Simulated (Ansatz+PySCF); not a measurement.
Results of a calculation; reference values are marked as such.
Input for PySCF 2.14.0:

```python
from pyscf import gto, scf, mp

mol = gto.M(atom="""
C 0.000000 0.000000 -0.176990
H 0.000000 0.000000 1.061960
""", basis='def2-svp', charge=1, spin=0)
mf = scf.RHF(mol)
mf.kernel()
pt = mp.MP2(mf, frozen=1).run()
print(mf.e_tot, pt.e_corr, pt.e_tot)
```

The script is written out from the run's settings.

Results

```json
{
  "Converged": "yes",
  "Reference energy": "-37.85096 hartree",
  "Correlation energy": "-0.07024 hartree",
  "Total energy": "-37.92120 hartree"
}
```
